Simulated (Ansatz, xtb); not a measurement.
**H2O2P+: where a starting geometry ends**

The starting geometry of this gas-phase singlet has its atoms placed at random.

| atom | x (Å) | y (Å) | z (Å) |
| --- | --- | --- | --- |
| O | -0.6721 | 0.7384 | 1.3686 |
| O | 0.5847 | -1.0269 | 0.0637 |
| P | -0.2793 | 0.4933 | -0.2744 |
| H | -0.2981 | -0.6026 | 0.2165 |
| H | 0.1885 | 0.7958 | -1.4583 |

**Question.** Guess where an optimisation with r2SCAN-D4/def2-SVP ends from this start.

**Answer.** It ends as `O=[PH+]O`. Distances that change by over a tenth: O1–P3 (1.71 → 1.45 Å), O2–P3 (1.78 → 1.55 Å). Contacts that open: P3–H4 (1.20 → 2.24 Å).

The energy falls by 8.55 eV over 13 steps:

```json
{"step": "1", "E − E(last) (eV)": "8.549"}
{"step": "2", "E − E(last) (eV)": "5.209"}
{"step": "4", "E − E(last) (eV)": "1.419"}
{"step": "5", "E − E(last) (eV)": "0.603"}
{"step": "6", "E − E(last) (eV)": "0.174"}
{"step": "8", "E − E(last) (eV)": "0.023"}
{"step": "9", "E − E(last) (eV)": "0.006"}
{"step": "10", "E − E(last) (eV)": "0.001"}
{"step": "12", "E − E(last) (eV)": "0.000"}
{"step": "13", "E − E(last) (eV)": "0.000"}
```

Final geometry (Å):

```xyz
5

O    -0.8037    1.3091    0.9621
O     0.2259   -0.9460   -0.1608
P    -0.1783    0.5478   -0.1085
H     0.0827   -1.5642    0.5926
H     0.1971    1.0513   -1.3692
```

From the same start GFN2-xTB reaches the same bonding as this run.

From so rough a start the end depends on the optimiser's path, so another program may land elsewhere. No frequencies were run, so the end isn't proven a minimum. Run with Ansatz 0.2.0, 4.8 s on 2 threads of Intel(R) Xeon(R) 6975P-C (Granite Rapids), on a shared host.
